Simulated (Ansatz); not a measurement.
PH$_{3}$⁺, doublet: the ladder up to full CI

Geometry: a point of a stretch scan, not a stationary point.

```
atom    x (Å)    y (Å)    z (Å)
   P  -0.0674  -0.0008  -0.0516
   H   3.5637   0.0383   0.9504
   H  -0.7579   1.1661   0.3155
   H  -0.7336  -1.1806   0.3188
```

Basis cc-pVDZ; Ansatz 0.2.0. Only valence electrons are correlated (noble-gas cores frozen), which leaves 7 electrons in 28 orbitals. R marks a restricted (for open shells ROHF) determinant, U an unrestricted one. Active spaces: valence = (7e, 7o) chosen from the atoms' valence shells; pair = (3e, 3o) about the gap.

Full CI is exact within this basis and frozen core; it isn't the basis-set limit. The frozen core follows each run's orbitals, which can shift R against U totals by a few meV.

Unrestricted rows (U) aren't spin-pure: their determinants' ⟨S²⟩ exceeds S(S+1) by up to 0.64, so they mix in states of higher spin. For open shells CISD is restricted-active-space CI with the open shells as a complete middle space.

* UHF ⟨S²⟩: 1.387
* T1 diagnostic (RCCSD): 0.0134
* largest doubles amplitude (RCCSD): 0.120
* T1 diagnostic (UCCSD): 0.1012

```csv
level,E − E(full CI) (kJ/mol),share of correlation (%),wall time
RHF,338.2,0.00,–
UHF,305.3,9.72,–
RMP2,86.4,74.46,–
UMP2,87.2,74.23,–
CISD,22.4,93.38,0.42 s
RCCSD,8.7,97.43,–
UCCSD,10.3,96.97,–
RCCSD(T),2.1,99.37,1.5 s
UCCSD(T),3.9,98.84,2.2 s
BCCD(T),2.2,99.36,1.3 s
RCCSDT,0.4,99.88,–
UCCSDT,0.6,99.83,–
RCCSDT(Q),0.1,99.97,4.9 s
UCCSDT(Q),0.2,99.94,6 s
RCCSDTQ,0.0,100.00,22 s (H100)
UCCSDTQ,0.1,99.97,31 s (H100)
CASSCF (pair space),278.3,17.70,–
NEVPT2 (pair space),75.0,77.84,0.27 s
MRCISD (pair space),13.8,95.91,–
MRCISD+Q (pair space),-1.7,100.50,0.4 s
CASSCF (valence space),191.1,43.50,–
NEVPT2 (valence space),56.2,83.39,1.1 s
MRCISD (valence space),7.6,97.76,–
MRCISD+Q (valence space),0.9,99.75,1.5 s
```

The correlation energy at full CI, counted from RHF, is -3.505 eV. That run took 9.5 s on 2 threads of AMD EPYC 7R13 with a shared H100 80 GB, shared host over 33,540,030 determinants.

Times hold each run's SCF and search for its determinant on a shared host, so for small cases they say little of a method's own cost; rows without a card ran on 1 thread of AMD EPYC 7R13. Some runs computed forces too.

Not variational, and here over 5 meV under the exact energy: MRCISD+Q (pair space).

The full-CI state has the irrep A' of Cs, in the program's axes.

Natural occupations of full CI about the gap: 1.963 1.950 1.888 1.000 0.080 0.033 0.028 0.012 0.009 0.008; effectively unpaired electrons, Σ n²(2−n)², 1.09.
